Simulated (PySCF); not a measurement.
Compound: C₂F₃N.
Bonds: C1–N2 (triple), N2–C3, C3–F4, C3–F5, C3–F6.

Lines to be assigned: C 1s: 294.13 (area 1), 301.01 (area 1) eV; N 1s: 407.90 eV; F 1s: 695.16 eV.

Computed, not measured: delta-SCF UKS SCAN, pcX-3 on the ionised atom, pcseg-2 elsewhere, spin-free X2C in PySCF. Geometry: PBE0-D3(BJ)/def2-TZVP; no solvent, vibrations or thermal averaging.

Assign the C 1s lines to atoms.

294.13 eV: C1 (isocyanide carbon); 301.01 eV: C3 (CF3 carbon). Lowest listed C 1s: C1, bonded to N (triple bond). Highest, 6.88 eV above it: C3, bonded to 3 F and N.

Bonded neighbours of each site: C1: N (triple bond); N2: C (triple bond) and C; C3: 3 F and N; F4/F5/F6: C.

Which photon energy gives electrons from C 1s of C3 a kinetic energy of 200 eV, and what is their de Broglie wavelength?

hν = 301.01 + 200 = 501.01 eV, recoil neglected; λ = 12.264 Å/√(E/eV) = 0.87 Å.

Atoms equivalent by their bonding share one computed value, that of the first of them. The unrestricted hole states depart most from a pure doublet (⟨S²⟩ = 0.75; over 0.85 named) for C 1s of C1 (0.88), which makes this value less certain.
